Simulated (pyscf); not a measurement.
Structures and frequencies: ωB97X-D3(BJ)/def2-SVP in PySCF.

SMILES: [Cl][Nb]([Cl])([Cl])([Cl])[Cl]
```xyz
6

Cl     0.7169     0.6458    -1.8191
Nb     0.8282    -0.2862     0.2852
Cl     0.9363    -1.2203     2.3887
Cl    -1.3939    -0.6926     0.2206
Cl     2.2860    -1.8354    -0.4776
Cl     1.5958     1.6709     1.1128
```

Question: What is the homolytic dissociation enthalpy (298 K, ωB97M-D3(BJ)/def2-TZVP) of the Cl–Nb bond of Cl–Nb(Cl)(Cl)(Cl)–Cl, to Cl• + [Cl–Nb(Cl)(Cl)–Cl]•?

Answer: Cl–Nb to Cl• + [Cl–Nb(Cl)(Cl)–Cl]•: 2.67 eV. The 7 functionals that were run give +2.66 (M06-2X) to +3.24 eV (PBE). The radicals are drawn with the spin at the cut bond; how far it spreads was not checked. Left out: the spin-orbit lowering of Cl. Open-shell species with a d-block atom are single-reference here; other states, and whether the spin sits on metal or ligand, were not checked. Elements past Kr carry the def2 core potentials, without spin-orbit coupling.
